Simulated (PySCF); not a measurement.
# Calculated properties of `FP` (fluorophosphane)

Fluorophosphane, FH2P.
Numbering: `[F:1][PH2:2]` (hydrogens: H3, H4 on P2)

PBE0-D3(BJ)/def2-SVP geometry optimisation, gas phase (PySCF):

* Point group: Cs
* Rotational constants A, B, C: 129.059, 14.739, 14.598 GHz

From CAM-B3LYP/def2-SVPD ground state, ΔSCF and vertical TDDFT (core frozen in the response) (PySCF):

* Dipole moment: 1.56 D
* HOMO energy: -9.30 eV
* LUMO energy: 0.29 eV
* HOMO–LUMO gap: 9.59 eV
* Lowest singlet excitation: 5.57 eV (223 nm, f = 0.026)
* Strongest line among the 10 lowest singlet transitions: S6 at 9.82 eV (126 nm, f = 0.148)
* Lowest triplet excitation (Tamm–Dancoff): 4.40 eV
* Static isotropic polarisability: 28.1 au
* Vertical ionisation energy: 10.72 eV
* Electronic spatial extent ⟨r²⟩ about the centre of nuclear charge: 115 bohr²

PBE0/pcSseg-1 ground state and GIAO shieldings, non-relativistic (PySCF):

- Lowest Hirshfeld atomic charge: -0.17 e on F1
- Highest Hirshfeld atomic charge: +0.20 e on P2
- 1H chemical shifts (computed TMS as zero) by class: 7.35 (H3/H4) ppm
- Isotropic shieldings of nuclei other than C and H, by class: 515 (F1), 216 (P2) ppm
- Mayer bond orders between heavy atoms: F1–P2 0.85

Monoisotopic mass from the formula: 51.9878 u.

The dipole matches unit charges of opposite sign 0.32 Å apart (1 e·Å = 4.8032 D). The principal polarisabilities are 26.3, 28.7 and 29.4 au; their mean is the isotropic value. No computed singlet falls in the visible range (750 to 380 nm, 1.65 to 3.26 eV); S1 lies 2.31 eV above its blue end. The vertical singlet–triplet gap S1 − T1 is 1.17 eV (TDDFT singlet less Tamm–Dancoff triplet; S1: HOMO→LUMO, weight 0.98; T1: HOMO→LUMO, weight 0.96). A dipole of 1.56 D is allowed in Cs, and pure rotational transitions are dipole-allowed. The 10 singlets span 5.57 to 10.65 eV, and their oscillator strengths add up to 0.59.

For the geometry optimisation (PBE0-D3(BJ)/def2-SVP), time: 1.9 s of wall time; peak memory 0.26 GiB. Hardware: an Arm Neoverse V2 with one thread, shared host with 96 logical CPUs at a one-minute load of 37.
